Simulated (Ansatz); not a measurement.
SiNH5 (Si(NH2)H3): the energy, rung by rung

SiNH5: 7 atoms, total charge 0, spin state singlet. As SMILES, `[H][Si]([H])([H])N`. The coordinates come from a GFN2-xTB relaxation.

```xyz
7

Si   -0.0007    0.0024   -0.6830
N     0.0907    0.1787    1.0286
H     0.7077   -0.4282    1.5438
H    -0.7637    0.3074    1.5458
H     1.3878   -0.0099   -1.1355
H    -0.7479    1.1693   -1.1461
H    -0.6738   -1.2197   -1.1536
```

Quantity: the energy change with the Si1–H5 bond stretched from 1.460 to 2.921 Å, in eV. The values are calculated.

```csv
level,kind,program,value (eV),less FCI/STO-3G,CPU time (all runs)
SVWN5/STO-3G (restricted),LDA,Ansatz,5.70,+0.96,1.5 s
BLYP/STO-3G (restricted),GGA,Ansatz,5.36,+0.62,2.3 s
PBE/STO-3G (restricted),GGA,Ansatz,5.49,+0.75,2.2 s
BHLYP/STO-3G (restricted),global hybrid,Ansatz,6.84,+2.10,2.1 s
HSE06/STO-3G (restricted),range-separated hybrid,Ansatz,6.21,+1.47,2.6 s
B2PLYP/STO-3G (restricted),double hybrid,Ansatz,6.08,+1.34,2.8 s
CCSD(T)/STO-3G (restricted),coupled cluster or CI,Ansatz,4.73,-0.01,0.26 s
CCSDT/STO-3G (restricted),coupled cluster or CI,Ansatz,4.74,0.00,0.48 s
FCI/STO-3G,exact in the basis,Ansatz,4.74,0.00,21 s
```

FCI/STO-3G is exact within its basis and frozen core, so for wave-function methods in that basis the difference is their error; functionals converge differently with the basis, so for them it is only a difference. The first shape isn't each level's own minimum. The values span 4.73 to 6.84 eV. All rows use very small basis sets, so none should be taken for the real molecule's value. In so small a basis fixed costs decide the times, and correlated methods can beat functionals. CPU times are rough (shared hosts, several kinds of processor and program).
